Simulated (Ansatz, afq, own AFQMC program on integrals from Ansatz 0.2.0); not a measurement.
## HBr⁺, doublet: AFQMC among the cluster methods

| atom | x (Å) | y (Å) | z (Å) |
| --- | --- | --- | --- |
| Br | 0.0000 | 0.0000 | 0.0000 |
| H | 0.0000 | 0.0000 | 1.4206 |

Basis cc-pVDZ. Noble-gas cores (and the filled d shells of Ga–Kr and In–Xe) are frozen. Ansatz 0.2.0 and our own AFQMC program on the same integrals; the CISD trial comes from CCSD amplitudes, and released means the phaseless constraint is let go. Free projection: walkers drawn from exp(T), propagated without any constraint. Its projection time is finite, and what remains of the start isn't in its error. Uncertainties: one standard error, sampling alone. No spin–orbit coupling.

Determinant: UHF, the one that the program's search chose, which needn't be the lowest solution. The geometry is a PBE0/def2-TZVP stationary point of this or a neighbouring charge and spin state.

Full CI on the same integrals is exact in this basis and with this determinant's frozen core.

Cautions: no relativity below Rb; no spin-orbit coupling; inner d shell frozen.

- T1 diagnostic: 0.0073
- weight of the determinant in the CISD state: 0.943
- ⟨S²⟩ of the determinant: 0.758
- size of the correlated space: 7 electrons in 18 orbitals

```tsv
level	correlation energy (eV)
MP2	-2.7076
CCSD	-3.2091
CCSD(T)	-3.2572
```

Question: Estimate where phaseless AFQMC with a CISD trial lies against CCSD(T) on the same integrals.

Answer: 0.33 ± 0.09 mEh below CCSD(T).

Reference: full CI, correlation energy -3.269 eV. The released energy is read at 2.40 1/Eh (meV from the phaseless value at times in 1/Eh: -3.8 ± 1.8 at 0.24, -3.5 ± 2.1 at 0.51, -2.2 ± 1.9 at 0.99, -3.4 ± 2.4 at 1.62, -2.4 ± 2.4 at 2.40).

```json
{"level": "CCSD(T)", "E − E(reference) (mEh)": "0.45", "share of correlation (%)": "99.63"}
{"level": "CCSDT", "E − E(reference) (mEh)": "0.14", "share of correlation (%)": "99.88"}
{"level": "CCSDT(Q)", "E − E(reference) (mEh)": "0.02", "share of correlation (%)": "99.98"}
{"level": "CCSDTQ", "E − E(reference) (mEh)": "0.00", "share of correlation (%)": "100.00"}
{"level": "ph-AFQMC/HF", "E − E(reference) (mEh)": "0.82 ± 0.71", "share of correlation (%)": "99.31"}
{"level": "ph-AFQMC/CISD", "E − E(reference) (mEh)": "0.12 ± 0.09", "share of correlation (%)": "99.90"}
{"level": "released AFQMC", "E − E(reference) (mEh)": "0.03 ± 0.09", "share of correlation (%)": "99.97"}
{"level": "free AFQMC", "E − E(reference) (mEh)": "-0.02 ± 0.13", "share of correlation (%)": "100.02"}
```

CCSDT and higher add their correlation energy to the determinant of the CCSD(T) run, since their own runs factorise the integrals more tightly (a shift of under 2 meV). Free projections are given only where their last times agree within the noise and don't stop above the reference; a slow remainder of the start can still hide under it. A walk keeps the symmetry of its determinant, which the program's search chose and which needn't be the lowest solution, so a lower state of the same spin and another symmetry isn't excluded. Released energies are given only where the last usable release times agree within the noise; a slower fall can still hide under it.
